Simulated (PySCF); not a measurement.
## Reproducing measurements on HLi

**The experiment to reproduce.**

Liu, Meijer, Perez-Rios, Phys. Chem. Chem. Phys. 22 (2020) 24191 lists, for the gas: dipole moment 5.882 D.

The runs below try to reproduce these values; the comparison stands at the end.

HLi.
SMILES with atom numbers: `[LiH:1]` (hydrogens: H2 on Li1)

Structure used (PBE0/def2-TZVP), in Å, numbered top down from 1:
```xyz
2
LiH angstrom
Li     0.8002   -0.0027   -0.0030
H     -0.7975    0.0040   -0.0111
```

The PySCF runs (gas phase, on this PBE0/def2-TZVP geometry; no spin–orbit coupling):

| level | job | basis functions | wall time |
| --- | --- | --- | --- |
| PBE0/def2-TZVP, grid level 1 | geometry optimisation from a GFN2-xTB start | 20 | 1.0 s |

Hardware: one thread of an Arm Neoverse N1, on a shared host.

## Comparison

**Dipole moment.** Measured: 5.882 D (Liu, Meijer, Perez-Rios, Phys. Chem. Chem. Phys. 22 (2020) 24191).

```tsv
level	computed (D)	computed − measured (D)	% (from the printed values)
PBE0/def2-TZVP	5.782	-0.100	-2
```

The computed dipoles belong to one fixed geometry; measured ones are averaged over vibrations unless marked μe. Magnitudes are compared, not signs.

The geometry is computed, not the measured one. Where a level misses, the cause wasn't examined.
